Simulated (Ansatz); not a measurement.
Born–Oppenheimer molecular dynamics of CH6BN (9 atoms, charge 0, multiplicity 1). It starts from a relaxed structure.

The calculation used RKS PBE0-D4/def2-SVP (Ansatz).

```yaml
ensemble: NVT, Nosé–Hoover chain
time_step: 0.5 fs
steps_asked: 166
set_temperature: 400 K
thermostat: time constant 20 fs, chain length 3
seed: 68530
```

First frame:

```xyz
9
Properties=species:S:1:pos:R:3
B 0.043 -0.121 0.076
N -0.011 0.085 1.454
H -0.863 0.005 1.991
H 0.800 0.327 2.009
C 1.380 0.008 -0.744
H 1.593 -0.936 -1.274
H 1.268 0.770 -1.534
H 2.264 0.269 -0.140
H -1.000 -0.407 -0.479
```

(1) What does the run give?

(2) What happens to the structure?

(3) How do temperature and energy run in time?

## Answers

(1) The run went to its last step.

* steps done: 166
* time covered: 83 fs
* mean temperature over the second half: 375 K
* spread of the potential energy over the second half: 13.5 meV per atom
* mean potential energy of the second half above the start: 43.7 meV per atom

The conserved energy stayed within 0.46 meV per atom of its start (net change 0.27 meV per atom), so the integration is sound. A run of 0.083 ps of so small a system gives no equilibrium averages.

(2) The same pairs are bonded in the first frame and the last. Pairs count as bonded within 1.25 times the sum of covalent radii (0.12 Å more for H–H). This is one draw of velocities; another would differ in detail.

(3) 
```json
{"time (fs)": "0", "T (K)": "400", "potential energy less start (eV)": "0.000", "conserved less start (meV/atom)": "0.00"}
{"time (fs)": "6.5", "T (K)": "114", "potential energy less start (eV)": "0.265", "conserved less start (meV/atom)": "0.18"}
{"time (fs)": "13", "T (K)": "270", "potential energy less start (eV)": "0.147", "conserved less start (meV/atom)": "0.09"}
{"time (fs)": "19.5", "T (K)": "268", "potential energy less start (eV)": "0.219", "conserved less start (meV/atom)": "0.20"}
{"time (fs)": "26", "T (K)": "218", "potential energy less start (eV)": "0.319", "conserved less start (meV/atom)": "0.10"}
{"time (fs)": "32.5", "T (K)": "432", "potential energy less start (eV)": "0.175", "conserved less start (meV/atom)": "0.13"}
{"time (fs)": "39", "T (K)": "391", "potential energy less start (eV)": "0.258", "conserved less start (meV/atom)": "0.16"}
{"time (fs)": "45.5", "T (K)": "275", "potential energy less start (eV)": "0.386", "conserved less start (meV/atom)": "0.22"}
{"time (fs)": "52", "T (K)": "535", "potential energy less start (eV)": "0.196", "conserved less start (meV/atom)": "0.25"}
{"time (fs)": "58.5", "T (K)": "336", "potential energy less start (eV)": "0.406", "conserved less start (meV/atom)": "0.18"}
{"time (fs)": "65", "T (K)": "400", "potential energy less start (eV)": "0.374", "conserved less start (meV/atom)": "0.25"}
{"time (fs)": "71.5", "T (K)": "562", "potential energy less start (eV)": "0.283", "conserved less start (meV/atom)": "0.13"}
{"time (fs)": "78", "T (K)": "290", "potential energy less start (eV)": "0.557", "conserved less start (meV/atom)": "0.33"}
```

The run took 7.4 min on 1 thread of Intel(R) Xeon(R) Platinum 8259CL CPU @ 2.50GHz (Skylake/Cascade Lake), on a shared host, peak memory 0.14 GiB.
